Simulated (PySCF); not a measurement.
How the method moves the HOMO and LUMO of `CCSSC`

Compound: C₃H₈S₂.
SMILES with atom numbers: `[CH3:1][CH2:2][S:3][S:4][CH3:5]` (hydrogens: H6, H7, H8 on C1; H9, H10 on C2; H11, H12, H13 on C5)

Structure used (PBE0-D3(BJ)/def2-SVP), in Å, numbered top down from 1:
```
atom  x, y, z in Å
C1    -2.014   -0.191   -0.405
C2    -1.092   -0.075    0.789
S3     0.010    1.380    0.747
S4     1.164    1.033   -0.921
C5     2.498    0.002   -0.257
H6    -2.649   -1.087   -0.319
H7    -1.429   -0.274   -1.333
H8    -2.665    0.692   -0.489
H9    -1.654    0.068    1.728
H10   -0.476   -0.979    0.921
H11    2.117   -0.960    0.114
H12    3.186   -0.188   -1.095
H13    3.036    0.529    0.542
```

Basis pcSseg-1 throughout (PySCF), one geometry. Isolated species at its PBE0-D3(BJ)/def2-SVP geometry (one conformer only).

Q: How do the orbital energies, the gap and the dipole change with the method?

A: 
| method | kind | HOMO (eV) | LUMO (eV) | gap (eV) | μ (D) | SCF cycles |
| --- | --- | --- | --- | --- | --- | --- |
| BLYP | GGA | -5.40 | -1.10 | 4.30 | 2.03 | 14 |
| B97-D | GGA | -5.55 | -1.19 | 4.36 | 2.13 | 14 |
| PBE | GGA | -5.57 | -1.27 | 4.30 | 2.14 | 14 |
| OPBE | GGA | -5.58 | -1.20 | 4.38 | 2.22 | 15 |
| KT3 | GGA | -5.67 | -1.30 | 4.37 | 2.07 | 13 |
| KT2 | GGA | -5.67 | -1.38 | 4.29 | 2.12 | 13 |
| BP86 | GGA | -5.68 | -1.38 | 4.30 | 2.17 | 14 |
| LDA | LDA | -5.68 | -1.49 | 4.20 | 2.21 | 13 |
| B3LYP | global hybrid | -6.54 | -0.47 | 6.06 | 2.13 | 12 |
| B97-2 | global hybrid | -6.55 | -0.34 | 6.21 | 2.23 | 12 |
| PBE0 | global hybrid | -6.79 | -0.28 | 6.51 | 2.25 | 12 |
| mPW1PW91 | global hybrid | -6.82 | -0.30 | 6.52 | 2.25 | 12 |
| BHandHLYP | global hybrid | -7.86 | 0.88 | 8.74 | 2.24 | 12 |
| CAM-B3LYP | range-separated hybrid | -8.08 | 0.93 | 9.01 | 2.19 | 12 |
| wB97X-D | range-separated hybrid | -8.66 | 1.47 | 10.13 | 2.30 | 12 |
| LC-wPBE | range-separated hybrid | -9.49 | 2.08 | 11.57 | 2.33 | 12 |
| HF | Hartree–Fock | -9.55 | 3.67 | 13.22 | 2.40 | 10 |

The HOMO spans 4.16 eV, from BLYP down to HF, and the gap runs from 4.20 eV (LDA) to 13.22 eV (HF). Over the methods BLYP (0 %), B97-D (0 %), PBE (0 %), OPBE (0 %), KT3 (0 %), KT2 (0 %), BP86 (0 %), LDA (0 %), B3LYP (20 %), B97-2 (21 %), PBE0 (25 %), mPW1PW91 (25 %), BHandHLYP (50 %), HF (100 %), a straight line through the gap against the share of exact exchange rises by 0.89 eV for each 10 % (correlation coefficient 1.000). The dipole ranges from 2.03 D (BLYP) to 2.40 D (HF). This basis has no diffuse functions.

The vertical ΔSCF ionisation energy at CAM-B3LYP/def2-SVPD is 8.86 eV; −ε(HOMO) comes closest to it with wB97X-D (8.66 eV).
